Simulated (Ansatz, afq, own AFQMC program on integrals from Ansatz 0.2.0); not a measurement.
# H2O (singlet): quantum Monte Carlo beside coupled cluster at distance O1–H2 = 0.785 Å, 6-31G

The task here is to estimate one member of a computed series from the others.

Computed with Ansatz 0.2.0, Gaussian basis, and an in-house AFQMC program (afq) on its integrals; all values are calculated. Level: 6-31G, frozen cores.

To be run: Full CI; PBE (unrestricted); r2SCAN (unrestricted); PBE0 (unrestricted); B3LYP (unrestricted); wB97M-V (unrestricted); B2PLYP (unrestricted); CCSD(T) on RHF; Full CI; CCSDT(Q) on RHF; CCSDTQ on RHF; Phaseless AFQMC, CISD trial on RHF; Phaseless AFQMC, single-determinant trial on RHF; Free-projection AFQMC, CISD trial on RHF; Phaseless AFQMC, CISD trial on RHF; UHF.

2 further runs of the same task are left out: 2 that didn't finish.

### The system

The geometry derives from a PBE0/def2-TZVP stationary point (not a proven minimum). One bond is set to the value named and the two fragments are kept rigid.

3 atoms, charge 0, spin multiplicity 1.

Atoms are counted from 1 here; the program's logs count them from 0.

Bond lengths: O1–H2 0.785 Å, O1–H3 0.960 Å. Angles: H2–O1–H3 105.1°.

The first run:

in.yaml

```yaml
crystal:
  periodic: [false, false, false]
  atoms:
    - {symbol: O, position_ang: [0.000000, -0.059378, -0.007750]}
    - {symbol: H, position_ang: [0.000000, 0.418176, -0.630781]}
    - {symbol: H, position_ang: [0.000000, 0.524350, 0.753800]}
basis:
  gaussian: {orbitals: 6-31G}
correlation: {method: fci, electrons: outside_noble_gas}
```

On the command line:

```bash
> ansatz run in.yaml --threads 1 --pin off --events-out ev --progress --plain --max-ram 1382MiB
```

Among the steps run: Full CI; PBE (unrestricted); r2SCAN (unrestricted); PBE0 (unrestricted); B3LYP (unrestricted); wB97M-V (unrestricted); B2PLYP (unrestricted); CCSD(T) on RHF; CCSDT(Q) on RHF; CCSDTQ on RHF; Phaseless AFQMC, CISD trial on RHF; Phaseless AFQMC, single-determinant trial on RHF; Free-projection AFQMC, CISD trial on RHF; Phaseless AFQMC, CISD trial on RHF (settings varied); UHF.

One table of the session follows, with a row left open; its other results are not shown here.

On the RHF determinant, counted from full CI (exact for this spin and basis):

| level | from full CI (meV) |
| --- | --- |
| HF | +3470.9 |
| MP2 | +214.7 |
| CCSD | +33.1 |
| CCSD(T) | +11.7 |
| CCSDT(Q) | -0.2 |
| CCSDTQ | ? |
| full CI | 0.0 |
| Phaseless AFQMC, CISD trial, step 0.005, 200 walkers | +5.2 |
| Phaseless AFQMC, single-determinant trial, step 0.005, 400 walkers | +47.9 |
| Free-projection AFQMC, CISD trial, step 0.03, 200 walkers | -8.3 |
| Phaseless AFQMC, CISD trial, step 0.005, 80 walkers | +4.3 |

Q: Estimate the row for CCSDTQ from the others.

The run gave: from full CI (meV): +0.2. In the column «from full CI (meV)» it lies between full CI (0.0) and Phaseless AFQMC, CISD trial, step 0.005, 80 walkers (+4.3).

Limits of these values: On RHF the phaseless walk with the CISD trial lies +5.2 meV from full CI, within three error bars.
